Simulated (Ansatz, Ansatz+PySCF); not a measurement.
```yaml
atoms:
  - { symbol: C, position_ang: [0.4517, 0.0000, 0.0000] }
  - { symbol: H, position_ang: [1.0227, 0.5944, 0.5944] }
  - { symbol: H, position_ang: [1.0227, -0.5944, -0.5944] }
  - { symbol: F, position_ang: [-0.2642, 0.7129, -0.7129] }
  - { symbol: F, position_ang: [-0.2642, -0.7129, 0.7129] }
```

RHF-MP2 on singlet CH2F2 was run in several spherical basis sets with Ansatz (development build ahead of 0.2.0). Frozen core: 3 orbitals. Caution for RHF-MP2: no unrestricted run beside it, a lower state can exist.

Question: Rank the basis sets by the total energy that they give, lowest first, with the distance from the lowest.
A. 6-31G(d)
B. def2-TZVP
C. def2-SVP
D. cc-pVDZ
E. cc-pVTZ

Answer: B (0.00 eV), E (0.06 eV), D (6.93 eV), A (8.73 eV), C (12.41 eV).

Totals follow the description of the cores as much as that of the bonds, so this order isn't one of quality for chemistry.
